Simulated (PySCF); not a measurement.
## How methods differ on the ionisation energy of Al

Al [Ne] 3s2 3p1 (2P) → Al⁺ [Ne] 3s2 (1S), as a difference of total energies. Computed with PySCF 2.14 in dyall-acv3z (19s12p6d4f, 113 functions), with the spin-free X2C one-electron Hamiltonian (Gaussian nucleus). Correlated levels: valence: [Ne] frozen; valence and next inner shell: 1s2 frozen; virtual orbitals above 40 to 60 times the deepest correlated orbital energy dropped. The calculations carry no spin-orbit coupling.

```csv
method,ionisation energy (eV),plus first-order spin-orbit estimate,error of that sum (eV)
UHF,5.600,5.607,-0.379
LDA,6.026,6.034,+0.048
PBE,6.069,6.076,+0.090
PBE0,6.088,6.096,+0.110
r2SCAN,6.166,6.174,+0.188
PW91,6.104,6.112,+0.126
wB97X-V,5.929,5.937,-0.049
B3LYP,6.015,6.023,+0.037
MP2 (valence),5.828,5.835,-0.151
SCS-MP2 (valence),5.811,5.819,-0.167
MP2 (valence and next inner shell),5.811,5.819,-0.167
SCS-MP2 (valence and next inner shell),5.799,5.806,-0.180
```

Reference: 5.986 eV (measured; NIST Atomic Spectra Database, ionization energies).

A first-order spin-orbit estimate (lowest level to lowest level, LS coupling) adds 0.008 eV.

Errors of the correlated levels include the incompleteness of this basis and the frozen core.
